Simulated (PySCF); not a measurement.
Two-dimensional NMR puzzle

Compound of formula C5H12O. Correlations simulated from computed shifts and the bond graph:

HSQC (one-bond C–H):
```tsv
δH	δC
3.49	77.4
3.46	68.8
1.19	18.4
1.12	23.7
```

COSY cross peaks (H two or three bonds apart, from the bond graph; peaks can be absent where the dihedral angle is near 90°):
```tsv
δH	δH
3.49	1.12
3.46	1.19
```

HMBC (two and three bonds, from the bond graph):
```tsv
δH	δC
3.49	68.8, 23.7
3.46	77.4, 18.4
1.19	68.8
1.12	77.4, 23.7
```

Calculated, not measured (PySCF 2.14.0 with density-fitted response routines): shielding tensors at B97-2/pcSseg-2 (GIAO), structure optimised with PBE0-D3(BJ)/def2-TZVP. Rapidly exchanging positions averaged, single conformer, non-relativistic, gas phase.

Scale: TMS for 1H (31.64 ppm), 13C (185.38 ppm) (reference shieldings calculated alike).

Exchangeable hydrogens are left out of these lists.

**Question.** Assemble the structure.

**Answer.** i-PrOEt.

Atoms are numbered as in `[CH3:1][CH2:2][O:3][CH:4]([CH3:5])[CH3:6]`. Hydrogens are named by the atom that carries them.

- δC 77.4 is C4, an sp3 CH bonded to O (δH 3.49).
- δC 68.8 is C2, an sp3 CH2 bonded to O (δH 3.46).
- δC 23.7 is C5/C6, a methyl carbon (δH 1.12).
- δC 18.4 is C1, a methyl carbon (δH 1.19).
- COSY links 3.49–1.12, 3.46–1.19.

This is the structure that produced the data.

Shifts are as computed. Against solution values, carbons near 30 ppm lie about +3 ppm off and those near 130 ppm about +7 ppm. Of 1309 compounds with measured shifts, 239 miss one by over three times the rms of a fit or turn the order of signals round; such compounds aren't used in these exercises.
